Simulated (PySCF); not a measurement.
# How far each method lies from RCCSDT for GaH2⁻, triplet

Geometry: that of the GaH2, doublet, kept fixed. The singlet lies 0.3 eV lower here.

```xyz
3

Ga    0.0000   -0.0222    0.0000
H     0.0000    0.7688   -1.3831
H     0.0000    0.7688    1.3831
```

Basis aug-cc-pVDZ; PySCF 2.14.0. Correlated methods freeze the noble-gas cores and the filled d shells of p-block atoms, which leaves 6 electrons in 40 orbitals. R marks a restricted (for open shells ROHF) determinant. No spin–orbit coupling is included, and no scalar relativity.

Full CI isn't at hand for all of this; RCCSDT serves as the reference. It lacks quadruple excitations.

The UHF ⟨S²⟩ is 2.004, the T1 diagnostic (ROHF- or RHF-based CCSD) is 0.0232 and the largest doubles amplitude (ROHF- or RHF-based CCSD) is 0.038.

Question: From what is known of these methods and the diagnostics, rank them by the size of their error in total energy against RCCSDT in aug-cc-pVDZ, smallest first (an estimate: the text doesn't fix the numbers).
A. RCCSD(T)
B. RMP2
C. RHF
D. RCCSD

Answer: A (1.8 kJ/mol), D (7.4 kJ/mol), B (63.1 kJ/mol), C (245.7 kJ/mol).

All errors are against RCCSDT in aug-cc-pVDZ. Within each family the higher level lies nearer, as is usual though not guaranteed.
